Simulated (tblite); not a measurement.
Compound: C4H7O2 (doublet state).
Cartesian coordinates in Å at the GFN2-xTB level; atoms count from 1:
```
atom  x, y, z in Å
C1    -1.183    1.286   -0.358
C2    -0.200    0.214   -0.060
C3    -0.620   -1.148    0.342
O4     1.094    0.588   -0.189
C5     2.157   -0.186    0.020
O6     2.183   -1.346    0.356
H7    -1.853    0.985   -1.167
H8    -0.663    2.195   -0.651
H9    -1.804    1.500    0.514
H10   -0.209   -1.419    1.317
H11   -1.705   -1.194    0.385
H12   -0.254   -1.900   -0.360
H13    3.053    0.425   -0.168
```

Method: GFN2-xTB as coded in tblite; computed harmonic values from a numerical Hessian at the method's own geometry, unscaled. This tight-binding method is rough: wavenumbers can miss measured ones by several per cent, in bad cases by 10 to 20. One conformer, not necessarily the lowest. Open shells enter through the occupations alone, without spin polarisation, and single modes of such species can be off by tens of per cent.

Harmonic wavenumbers (cm⁻¹): 54.0, 98.8, 104.9, 211.4, 218.8, 347.0, 372.3, 374.2, 742.4, 811.9, 847.7, 960.1, 971.8, 997.6, 1025.7, 1096.2, 1258.8, 1305.0, 1369.1, 1388.5, 1395.9, 1437.3, 1452.1, 1462.1, 1469.1, 1715.4, 2839.9, 2943.7, 2951.8, 2971.8, 2984.8, 3050.7, 3058.1.

A = 7240, B = 2639, C = 1981 MHz; mass 87.045 u (most abundant isotopes); point group Cs, symmetry number 1; spin multiplicity 2.

Q: Zero-point energy?

A: ½Σν̃ = 22144 cm⁻¹ = 63.31 kcal/mol.

Q: Give the ideal-gas entropy at 500 K and 1 bar in the rigid-rotor, harmonic-oscillator model (classical rotation).

A: Translation 41.90, rotation 28.08, vibration 32.64, spin (R ln 2) 1.38: S = 104.0 cal/(mol K).

Q: And Cp and H(500 K) − H(0)?

A: Cp = 38.19 cal/(mol K), of which vibrations give 30.25 (their classical limit is 33 R = 65.6); H(500 K) − H(0) = 12.04 kcal/mol without the zero-point energy, 8.07 from vibrations.

Q: Blend soft modes into free rotors: weight 1/[1 + (100 cm⁻¹/ν̃)⁴] for the oscillator and the rest for a rotor with moment μB/(μ + B), μ = h/(8π²ν), B = 10⁻⁴⁴ kg m². What vibrational entropy results?

A: 29.99 cal/(mol K) in place of 32.64, which changes −T·S at 500 K by +1.33 kcal/mol.

Q: What must be added to the electronic energy to get the Gibbs energy at 500 K and 1 bar?

A: ZPE + [H(500 K) − H(0)] − T·S = 63.31 + 12.04 − 52.00 = 23.35 kcal/mol.

Hindered rotation and anharmonicity are outside this model. Other conformers, if any are populated, would add a mixing term that is left out.

Time: 0.26 s. Hardware: Arm Neoverse V1, one thread, no GPU, shared host. The figure is for the frequency step alone.
